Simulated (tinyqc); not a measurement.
Inside a calculation. Method: extended Hueckel theory, for NH3. One step of it, computed by the program tinyqc.

Question. Wolfsberg-Helmholz matrix. H_ij = K' S_ij (H_ii + H_jj)/2 for i != j (the diagonal keeps H_ii), with K' = K + D^2 + D^4 (1 - K), D = (H_ii - H_jj)/(H_ii + H_jj), K = 1.5.

overlap S:
```
           1N 2s     1N 2px     1N 2py     1N 2pz      2H 1s      3H 1s      4H 1s
1N 2s   1.000000   0.000000   0.000000   0.000000   0.521967   0.521602   0.521602
1N 2px  0.000000   1.000000   0.000000   0.000000   0.425228  -0.212647  -0.212647
1N 2py  0.000000   0.000000   1.000000   0.000000   0.000000   0.368098  -0.368098
1N 2pz  0.000000   0.000000   0.000000   1.000000  -0.188392  -0.188204  -0.188204
2H 1s   0.521967   0.425228   0.000000  -0.188392   1.000000   0.229141   0.229141
3H 1s   0.521602  -0.212647   0.368098  -0.188204   0.229141   1.000000   0.229069
4H 1s   0.521602  -0.212647  -0.368098  -0.188204   0.229141   0.229069   1.000000
```

diagonal H_ii (eV): 1N 2s -26.000000, 1N 2px -13.400000, 1N 2py -13.400000, 1N 2pz -13.400000, 2H 1s -13.600000, 3H 1s -13.600000, 4H 1s -13.600000

K = 1.500000

Give: H.

Answer.

H (eV):
```
           1N 2s    1N 2px    1N 2py    1N 2pz     2H 1s     3H 1s     4H 1s
1N 2s   -26.0000    0.0000    0.0000    0.0000  -16.4661  -16.4546  -16.4546
1N 2px    0.0000  -13.4000    0.0000    0.0000   -8.6112    4.3062    4.3062
1N 2py    0.0000    0.0000  -13.4000    0.0000    0.0000   -7.4543    7.4543
1N 2pz    0.0000    0.0000    0.0000  -13.4000    3.8151    3.8113    3.8113
2H 1s   -16.4661   -8.6112    0.0000    3.8151  -13.6000   -4.6745   -4.6745
3H 1s   -16.4546    4.3062   -7.4543    3.8113   -4.6745  -13.6000   -4.6730
4H 1s   -16.4546    4.3062    7.4543    3.8113   -4.6745   -4.6730  -13.6000
```
